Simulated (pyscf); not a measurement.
Four-centre exchange: Cl–Ge•(Cl)–Cl (SMILES [Cl][Ge]([Cl])[Cl]) + HCl (SMILES Cl) -> HCl (SMILES Cl) + Cl–Ge•(Cl)–Cl (SMILES [Cl][Ge]([Cl])[Cl])

Gas phase, doublet surface, charge 0. Bonds broken: Cl1–Ge2, Cl5–H6. Bonds formed: Cl1–H6, Ge2–Cl5. Optimised with ωB97X-D3(BJ)/def2-SVP in PySCF.

Transition state (Å):

```xyz
6

Cl     0.1545     0.4646     1.1371
Ge    -1.5307    -0.5661    -0.3226
Cl    -1.8447    -2.3532     0.9104
Cl    -3.1681     0.7649     0.0949
Cl    -0.0689     0.7885    -1.8556
H      0.4002     0.8988    -0.2118
```

One imaginary mode, 439i cm⁻¹; descent along it reached the two sides named.

```
bond     change  reactant side (Å)  saddle  product side
-------  ------  -----------------  ------  ------------
Cl1–Ge2  breaks              2.175   2.456           3.9
Cl5–H6   breaks              1.288   1.713         2.542
Cl1–H6    forms              2.596   1.438         1.285
Ge2–Cl5   forms                3.2   2.514         2.169
```

Electronic energies relative to the separated reactants (eV):

| level | barrier | reaction energy | reverse barrier |
|---|---|---|---|
| ωB97X-D3(BJ)/def2-TZVP | 0.76 | 0.00 | 0.76 |
| PBE/def2-TZVP | 0.42 | 0.00 | 0.42 |
| r²SCAN/def2-TZVP | 0.55 | 0.00 | 0.55 |
| B3LYP-D3(BJ)/def2-TZVP | 0.59 | 0.00 | 0.59 |
| PBE0-D3(BJ)/def2-TZVP | 0.58 | 0.00 | 0.58 |
| M06-2X/def2-TZVP | 0.80 | 0.00 | 0.80 |
| ωB97M-D3(BJ)/def2-TZVP | 0.80 | 0.00 | 0.80 |
| HF/def2-TZVP | 1.73 | 0.00 | 1.73 |

With ωB97M-D3(BJ)/def2-TZVP energies and thermal terms (ideal gas, 1 atm, RRHO with modes under 100 cm⁻¹ raised to 100, one conformer, R ln 2 for chiral ones without a mode under 150 cm⁻¹), in eV:

```tsv
T (K)	ΔH‡	ΔG‡	ΔH	ΔG
298	0.74	1.16	0.00	0.00
600	0.74	1.58	0.00	0.00
900	0.76	1.99	0.00	0.00
1200	0.78	2.40	0.00	0.00
```

This is the saddle that the search found; another between the same sides may lie lower. Elements up to Kr have no core potential and no relativistic terms here.
